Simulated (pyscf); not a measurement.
PySCF, gas phase, ωB97X-D3(BJ)/def2-SVP geometries. MP2 and CC: frozen core, UHF for open shells. ΔMP2 is the change of the MP2 total energy from the triple- to the quadruple-zeta basis.

**Question.** Cl–Sn:–Cl [singlet] + water (H₂O) → HO–SnH(Cl)–Cl
Surface: singlet. Broken: H–O. Formed: O–Sn, H–Sn. Give ΔE‡ and ΔE from CCSD(T)/def2-TZVPP + ΔMP2(QZVPP), relative to the separated reactants.

**Answer.** ΔE‡ = 2.14 eV, ΔE = +0.15 eV. Zero-point energy shifts the barrier by -0.08 eV. It is an insertion, with an imaginary mode of 1396i cm⁻¹. On the reactant side the descent ends in an adduct with a O–Sn contact (not fully relaxed), 0.68 eV under the separated species and 2.83 eV under the saddle at ωB97X-D3(BJ)/def2-TZVP. What is counted as formed (O–Sn) is already present as a longer contact in the reactant adduct; forming that adduct is a step of its own. This is the saddle that the search found; another between the same sides may lie lower. The CCSD(T) − MP2 part came from Ansatz, without density fitting, on the same reference. The frozen core leaves the outer d or s,p core shells of the metals and heavy elements correlated in the MP2 and CC values, and def2-TZVPP describes them poorly, which can shift differences by a few kcal/mol. Elements past Kr carry the def2 core potentials, without spin-orbit coupling.
